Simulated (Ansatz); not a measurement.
# C3H8S2: basis-set convergence

The task here is to estimate one member of a computed series from the others.

Method: one geometry, several basis sets; program: Ansatz 0.2.0, Gaussian basis.

Levels to be run: PBE0-D4/def2-SVP; ωB97M-V/def2-SVP; PBE0-D4/def2-QZVPP; ωB97M-V/def2-QZVPP; the functionals' def2-TZVPP values are taken from earlier runs.

### The relaxed structure

An earlier PBE0-D4 in a triple-zeta def2 set relaxation fixed the geometry.

13 atoms, charge 0, spin multiplicity 1.

Atoms are counted from 1 here; the program's logs count them from 0.

Bond lengths: C1–C2 1.512 Å, C1–H6 1.092 Å, C1–H7 1.092 Å, C1–H8 1.094 Å, C2–S3 1.816 Å, C2–H9 1.095 Å, C2–H10 1.092 Å, S3–S4 2.028 Å, S4–C5 1.805 Å, C5–H11 1.093 Å, C5–H12 1.089 Å, C5–H13 1.090 Å. Angles: C2–C1–H6 110.5°, C2–C1–H7 111.0°, C2–C1–H8 110.5°, H6–C1–H7 108.2°, H6–C1–H8 108.1°, H7–C1–H8 108.5°, C1–C2–S3 114.1°, C1–C2–H9 111.5°, C1–C2–H10 111.8°, S3–C2–H9 103.3°, S3–C2–H10 108.6°, H9–C2–H10 107.1°, C2–S3–S4 103.8°, S3–S4–C5 103.2°, S4–C5–H11 106.3°, S4–C5–H12 110.5°, S4–C5–H13 111.3°, H11–C5–H12 109.4° and more.

The first run:

Input file in.yaml:

```yaml
crystal:
  periodic: [false, false, false]
  atoms:
    - {symbol: C, position_ang: [-0.754594, -1.111441, 1.596002]}
    - {symbol: C, position_ang: [0.476642, -1.029366, 0.722395]}
    - {symbol: S, position_ang: [0.129786, -1.112799, -1.058185]}
    - {symbol: S, position_ang: [-0.933374, 0.575016, -1.424834]}
    - {symbol: C, position_ang: [0.347962, 1.810979, -1.723298]}
    - {symbol: H, position_ang: [-1.434302, -0.285249, 1.378002]}
    - {symbol: H, position_ang: [-1.291199, -2.047084, 1.428461]}
    - {symbol: H, position_ang: [-0.479014, -1.054041, 2.652700]}
    - {symbol: H, position_ang: [1.143707, -1.881668, 0.888581]}
    - {symbol: H, position_ang: [1.055165, -0.124664, 0.922008]}
    - {symbol: H, position_ang: [-0.173118, 2.734683, -1.985893]}
    - {symbol: H, position_ang: [0.986199, 1.506890, -2.551907]}
    - {symbol: H, position_ang: [0.946539, 1.983944, -0.829232]}
basis:
  gaussian: {orbitals: def2-SVP}
hamiltonian: {xc: pbe0, dispersion: d4}
output: {orbitals: {seedname: orbitals}}
```

Among the steps run: PBE0-D4 in def2-SVP; ωB97M-V in def2-SVP; PBE0-D4 in def2-QZVPP; ωB97M-V in def2-QZVPP.

One table of the session follows, with a row left open; its other results are not shown here.

It belongs to the step «Functionals by basis». 

| functional | basis | HOMO (eV) | LUMO (eV) |
| --- | --- | --- | --- |
| PBE0-D4 | def2-SVP | -6.62 | 0.25 |
| PBE0-D4 | def2-TZVPP | -6.67 | -0.04 |
| PBE0-D4 | def2-QZVPP | ? | ? |
| ωB97M-V | def2-SVP | -8.76 | 2.48 |
| ωB97M-V | def2-TZVPP | -8.84 | 2.00 |
| ωB97M-V | def2-QZVPP | -8.87 | 1.69 |

Q: Estimate the row for PBE0-D4, def2-QZVPP from the others.

As computed: HOMO (eV): -6.70; LUMO (eV): -0.17. In the column «HOMO (eV)» it lies between ωB97M-V, def2-SVP (-8.76) and PBE0-D4, def2-TZVPP (-6.67).
